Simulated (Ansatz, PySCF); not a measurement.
A calculation on zinc-blende AlP returned lattice constant a 5.465 Å, bulk modulus 92.8 GPa.

For reference: lattice constant a 5.451 Å (measured, static lattice: zero-point anharmonic expansion removed; as tabulated in Mejia-Rodriguez and Trickey (2018), arXiv:1807.09216).

**Question.** Which level of theory produced these numbers?
A. Hartree–Fock (Ansatz, a first-principles code)
B. CCSD(T) (PySCF)
C. PBE (Ansatz)
D. BLYP (Ansatz)

**Answer.** B, CCSD(T) (PySCF)

The others give: Hartree–Fock 5.538 Å, 95.0 GPa; BLYP 5.562 Å, 75.2 GPa; PBE 5.508 Å, 82.6 GPa.

Unless a cell is named, each level is at its own relaxed cell (BLYP 21.50, CCSD(T) 20.40, Hartree–Fock 21.23, PBE 20.88 Å³/atom).

Ansatz's density-functional and Hartree–Fock values are scalar-relativistic unless marked +SOC, with PAW data made under PBE.
